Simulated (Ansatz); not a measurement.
Geometry optimisation, Ansatz 0.2.0, RKS PBE/6-31G*.

Input:

```yaml
crystal:
  periodic: [false, false, false]
  atoms:
    - { symbol: C, position_ang: [0.0001, 1.3276, 0.312] }
    - { symbol: C, position_ang: [0.2521, 0.1278, -0.005] }
    - { symbol: S, position_ang: [1.5142, -0.7774, -0.5064] }
    - { symbol: C, position_ang: [-0.0985, -1.1868, -0.1497] }
    - { symbol: F, position_ang: [-0.9373, -1.5518, -1.2602] }
    - { symbol: H, position_ang: [-1.0566, 1.6601, 0.5908] }
    - { symbol: H, position_ang: [0.7256, 2.1601, 0.2619] }
    - { symbol: H, position_ang: [-0.3075, -1.8167, 0.7008] }
basis:
  gaussian: { orbitals: "6-31G*" }
hamiltonian:
  xc: pbe
relax:
  f_tol: 0.015
  max_steps: 40
```

Run as:

```bash
$ ansatz run input.yaml --threads 1 --pin off --max-ram 2048MiB --backend cpu --events-out ev --progress --plain --runs-dir out
```

Where does it end, and by what steps?

The run converged. After 8 steps the energy has fallen by 0.891 eV; S3 moved furthest, 0.16 Å.

```json
{"step": "0", "energy less start (eV)": "0.0000", "largest force component (eV/Å)": "5.752", "accepted": "yes"}
{"step": "1", "energy less start (eV)": "-0.6374", "largest force component (eV/Å)": "3.203", "accepted": "yes"}
{"step": "2", "energy less start (eV)": "-0.8573", "largest force component (eV/Å)": "0.928", "accepted": "yes"}
{"step": "3", "energy less start (eV)": "-0.8782", "largest force component (eV/Å)": "0.348", "accepted": "yes"}
{"step": "4", "energy less start (eV)": "-0.8836", "largest force component (eV/Å)": "0.264", "accepted": "yes"}
{"step": "5", "energy less start (eV)": "-0.8879", "largest force component (eV/Å)": "0.151", "accepted": "yes"}
{"step": "6", "energy less start (eV)": "-0.8907", "largest force component (eV/Å)": "0.025", "accepted": "yes"}
{"step": "7", "energy less start (eV)": "-0.8908", "largest force component (eV/Å)": "0.017", "accepted": "yes"}
{"step": "8", "energy less start (eV)": "-0.8908", "largest force component (eV/Å)": "0.007", "accepted": "yes"}
```

```xyz
8
Properties=species:S:1:pos:R:3
C -0.033 1.408 0.304
C 0.310 0.153 0.003
S 1.647 -0.872 -0.529
C -0.152 -1.212 -0.166
F -0.967 -1.523 -1.215
H -1.063 1.638 0.593
H 0.688 2.229 0.269
H -0.338 -1.879 0.686
```

Run time: 22 s on 1 thread of Arm Neoverse V2 (shared host), peak memory 0.15 GiB.
